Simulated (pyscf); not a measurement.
Single points on ωB97X-D3(BJ)/def2-SVP structures (PySCF, gas phase).

SMILES: [O]=[NbH]([Cl])[O]S
```xyz
7

O     -0.9412    -0.2594     1.7047
Nb    -1.8817    -0.3337     0.3172
Cl    -3.7299     1.0341     0.4563
O     -0.7295    -0.0775    -1.1278
S      0.8322     0.3483    -1.5251
H     -2.3874    -2.0246     0.2587
H      1.3974     0.0290    -0.3375
```
Charge 0, spin multiplicity 1.

Task: How much does it cost (ΔH, 298 K, ωB97M-D3(BJ)/def2-TZVP) to split `[O]=[NbH]([Cl])[O][SH]` at its O–S bond into [O–NbH(=O)–Cl]• + SH•?

Result: O–S to [O–NbH(=O)–Cl]• + SH•: 3.23 eV. The 7 functionals that were run give +3.00 (r²SCAN) to +3.32 eV (M06-2X). The radicals are drawn with the spin at the cut bond; how far it spreads was not checked. [O–NbH(=O)–Cl]• lies 2.31 eV over its isomer [O=Nb(OH)–Cl]•, and others may lie lower still (electronic energy, ωB97M-D3(BJ)). Left out: the spin-orbit lowering of SH. Open-shell species with a d-block atom are single-reference here; other states, and whether the spin sits on metal or ligand, were not checked. Elements past Kr carry the def2 core potentials, without spin-orbit coupling.
